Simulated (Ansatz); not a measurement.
# CHNSi: the cost of one run

Computed with Ansatz 0.2.0, Gaussian basis. Level: def2-QZVPP, all electrons in the functionals, frozen cores in the correlation of double hybrids and RPA.

The runs, in order: wB97M-V, B2PLYP, at charge 0, triplet; charge 0, singlet; charge 0, quintet; charge 1, doublet; charge 1, quartet.

5 further runs of the same task are left out: 1 that didn't finish, 4 set aside as unsound or not needed.

## 1. The geometry

The geometry is a PBE0/def2-TZVP stationary point (not a proven minimum).

4 atoms, charge 0, spin multiplicity 3.

Atoms are counted from 1 here; the program's logs count them from 0.

Bond lengths: C1–N2 1.210 Å, C1–H4 1.080 Å, N2–Si3 1.677 Å. Angles: N2–C1–H4 141.6°, C1–N2–Si3 175.8°.

No dispersion term is added; wB97M-V holds VV10 nonlocal correlation.

The geometry shown and the zero of energy belong to the point charge 0, triplet. The yardstick, UCCSD(T), and other wave-function levels (R restricted, U unrestricted, valence and pair active spaces) come from earlier runs.

## 2. wB97M-V, charge 0, triplet

Input file in.yaml:

```yaml
crystal:
  periodic: [false, false, false]
  atoms:
    - {symbol: C, position_ang: [0.000003, -0.203741, 0.797438]}
    - {symbol: N, position_ang: [-0.000006, -0.103756, -0.408858]}
    - {symbol: Si, position_ang: [0.000001, -0.087034, -2.085648]}
    - {symbol: H, position_ang: [0.000003, 0.394532, 1.697068]}
basis:
  gaussian: {orbitals: "def2-QZVPP.json"}
magnetization: {spin_polarized: true, initial_magnetization: 2}
hamiltonian: {xc: {name: wB97M-V}}
output: {orbitals: {seedname: orbitals}}
```

On the command line:

```console
$ ansatz run in.yaml --threads 1 --pin off --events-out ev --progress --plain --max-ram 2393MiB
```

Q: Estimate wall time and peak memory on 1 thread of Intel Xeon 6975P-C, shared host.

About 11 s, with a peak of 0.56 GiB.
